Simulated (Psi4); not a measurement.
Psi4 input (wB97X-D/6-311+G**):

```
memory 1500 MB

molecule {
-1 2
N    -1.17990933   -0.14325443   -0.00489813
N    -0.09167394    0.33877156    0.01039406
O     1.11263537   -0.17107749   -0.00480894
symmetry c1
no_reorient
no_com
}

set {
  basis 6-311+G**
  reference uks
  scf_type pk
  dft_radial_points 99
  dft_spherical_points 590
  e_convergence 1e-8
  d_convergence 1e-7
  maxiter 150
}

e = energy('wb97x-d')
print_out(f'\nFINAL {e:.10f} DIPOLE {variable("CURRENT DIPOLE")[0]:.6f} {variable("CURRENT DIPOLE")[1]:.6f} {variable("CURRENT DIPOLE")[2]:.6f}\n')
```

Problem. What final total energy does it give?

Solution. -184.64796 Eh.
